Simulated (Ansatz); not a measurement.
System (SMILES): Cl (HCl).
Atoms: Cl1, H2. Bonds: Cl1-H2.

Basis-set convergence of the highest harmonic wavenumber at MP2 with Ansatz (an electronic-structure program). Each level at its own minimum, finite differences of forces, unscaled; the reference is a large set that could be run, not a limit. Cartesian d functions, on some or all atoms, in 6-31G*, 6-31+G*, 6-311G**, 6-311+G**; all else is spherical. Cores are frozen. No added dispersion term, no relativity. Reference: the value in aug-pcseg-3, 3046 cm⁻¹, itself unsure by roughly 2 cm⁻¹ (its mean distance from aug-cc-pV(Q+d)Z, def2-QZVPPD, pcseg-3). Deviations are taken from unrounded values.

```tsv
basis	functions	highest harmonic wavenumber (cm⁻¹)
6-31G*	21	3048
6-31+G*	25	3035
def2-SVP	23	3126
def2-SVPD	35	3061
pcseg-1	23	3079
aug-pcseg-1	36	3040
cc-pV(D+d)Z	28	3089
aug-cc-pV(D+d)Z	41	3035
6-311G**	33	3081
6-311+G**	37	3082
def2-TZVP	43	3041
def2-TZVPD	55	3029
pcseg-2	48	3064
aug-pcseg-2	73	3039
cc-pV(T+d)Z	53	3058
aug-cc-pV(T+d)Z	78	3048
def2-TZVPP	56	3069
def2-TZVPPD	68	3061
cc-pV(Q+d)Z	94	3052
aug-cc-pV(Q+d)Z	135	3046
pcseg-3	97	3049
aug-pcseg-3	138	3046
def2-QZVPP	100	3051
def2-QZVPPD	112	3050
```

What the diffuse functions change, pair by pair:
- 6-31G* to 6-31+G*: 4 more functions, deviation 2 to -11 cm⁻¹
- def2-SVP to def2-SVPD: 12 more functions, deviation 80 to 15 cm⁻¹
- pcseg-1 to aug-pcseg-1: 13 more functions, deviation 33 to -6 cm⁻¹
- cc-pV(D+d)Z to aug-cc-pV(D+d)Z: 13 more functions, deviation 42 to -12 cm⁻¹
- 6-311G** to 6-311+G**: 4 more functions, deviation 35 to 36 cm⁻¹
- def2-TZVP to def2-TZVPD: 12 more functions, deviation -5 to -17 cm⁻¹
- pcseg-2 to aug-pcseg-2: 25 more functions, deviation 18 to -7 cm⁻¹
- cc-pV(T+d)Z to aug-cc-pV(T+d)Z: 25 more functions, deviation 12 to 2 cm⁻¹
- def2-TZVPP to def2-TZVPPD: 12 more functions, deviation 23 to 15 cm⁻¹
- cc-pV(Q+d)Z to aug-cc-pV(Q+d)Z: 41 more functions, deviation 5 to 0 cm⁻¹
- pcseg-3 to aug-pcseg-3: 41 more functions, deviation 3 to 0 cm⁻¹
- def2-QZVPP to def2-QZVPPD: 12 more functions, deviation 5 to 4 cm⁻¹

Leaving out the reference's own pair, they bring the value nearer the reference by more than 2 cm⁻¹ in 7 of 11 pairs.
